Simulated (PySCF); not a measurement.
A GIAO shielding run with PySCF (density fitting, non-relativistic, gas phase) on `CCC1=C[C@@H]1F`, C$_{5}$H$_{7}$F:

```
$ OMP_NUM_THREADS=1 python probes_run.py task.json out

{"job": {"kind": "nmr", "xc": "B97-2", "basis": "pcSseg-1", "pop": false}, "charge": 0, "multiplicity": 1}
C     -1.867649     0.000416     0.377116
C     -0.744477     0.313905    -0.598677
C      0.593377    -0.067221    -0.108453
C      1.365817    -0.566127     0.827097
C      2.036124    -0.066880    -0.375702
F      2.725540     1.126821    -0.316625
H     -1.723460     0.535090     1.328018
H     -2.844187     0.295769    -0.033565
H     -1.906805    -1.076335     0.602573
H     -0.716888     1.391763    -0.836242
H     -0.911334    -0.185748    -1.569761
H      1.479211    -1.006824     1.815313
H      2.524396    -0.710772    -1.122787
```

Hardware: 1 thread of an Arm Neoverse V2, shared host. The job also computes ring-centre shieldings.

Problem. How large is the calculation?

Solution. 46 electrons, 137 basis functions and 706 auxiliary functions.

Problem. How long does it take, and how much memory does it need?

Solution. 8.5 s of wall time, with 12 SCF cycles and 4 response iterations; peak memory 0.71 GiB. Times on a shared host scatter by some tens of per cent.

Problem. And these other runs on the same molecule and hardware: GIAO shielding at BHandHLYP/pcSseg-1; GIAO shielding at CAM-B3LYP/pcSseg-1; GIAO shielding at LC-wPBE/pcSseg-1; GIAO shielding at PBE0/6-31G; GIAO shielding at PBE0/STO-3G; GIAO shielding at PBE0/pcSseg-1?

Solution. BHandHLYP/pcSseg-1: 137 functions, 8.5 s; CAM-B3LYP/pcSseg-1: 137 functions, 12 s; LC-wPBE/pcSseg-1: 137 functions, 15 s; PBE0/6-31G: 68 functions, 4.3 s; PBE0/STO-3G: 37 functions, 2.3 s; PBE0/pcSseg-1: 137 functions, 9.9 s.
